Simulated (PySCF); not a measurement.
Single point on P2

State: ¹Σg⁺ (singlet), closed shell.

An equivalent input (the run itself took its basis sets from the Basis Set Exchange, started from a PBE0 density and held the occupation σ 9α 9β, πx 3α 3β, πy 3α 3β):

```python
from pyscf import gto, dft
mol = gto.M(atom='P 0 0 0; P 0 0 1.884', basis={'P': 'def2-TZVP'},
            charge=0, spin=0, verbose=4, symmetry='C2v')
mf = dft.UKS(mol, xc='PBE0')
mf.grids.atom_grid = (80, 434)
mf.grids.prune = dft.gen_grid.treutler_prune
mf.irrep_nelec = {'A1': (9, 9), 'B1': (3, 3), 'B2': (3, 3)}
mf.conv_tol = 1e-9
mf.max_cycle = 60
mf.diis_space = 10
mf.kernel()
```

The log (some set-up lines and the per-cycle HOMO/LUMO lines removed):

```
******** <class 'pyscf.dft.uks_symm.SymAdaptedUKS'> ********
method = SymAdaptedUKS
damping factor = 0
level_shift factor = 0
DIIS = <class 'pyscf.scf.diis.CDIIS'>
diis_start_cycle = 1
diis_space = 10
diis_damp = 0
SCF conv_tol = 1e-09
SCF conv_tol_grad = None
SCF max_cycles = 60
number electrons alpha = 15  beta = 15
Set gradient conv threshold to 3.16228e-05
init E= -682.440718781705
cycle= 1 E= -682.447328054276  delta_E= -0.00661  |g|= 0.0197  |ddm|= 0.0711
cycle= 2 E= -682.447417961365  delta_E= -8.99e-05  |g|= 0.0179  |ddm|= 0.0399
cycle= 3 E= -682.447626841269  delta_E= -0.000209  |g|= 0.00128  |ddm|= 0.0176
cycle= 4 E= -682.447626980163  delta_E= -1.39e-07  |g|= 0.000205  |ddm|= 0.000438
cycle= 5 E= -682.447626996224  delta_E= -1.61e-08  |g|= 0.000107  |ddm|= 0.000334
cycle= 6 E= -682.447627002471  delta_E= -6.25e-09  |g|= 5.26e-05  |ddm|= 0.000131
cycle= 7 E= -682.447627004464  delta_E= -1.99e-09  |g|= 2.09e-06  |ddm|= 4.53e-05
cycle= 8 E= -682.447627004467  delta_E= -2.61e-12  |g|= 1.54e-07  |ddm|= 3.43e-06
Extra cycle  E= -682.447627004466  delta_E= 7.96e-13  |g|= 7.81e-08  |ddm|= 3.6e-07
converged SCF energy = -682.447627004466  <S^2> = -1.2434498e-14  2S+1 = 1
```

Repeating this along the bond gives Re = 1.882 Å and ωe = 833 cm⁻¹.

A point of this curve took 2 CPU seconds beside 0.29 for the integrals, on AMD EPYC 7R43 64-Core (shared host).
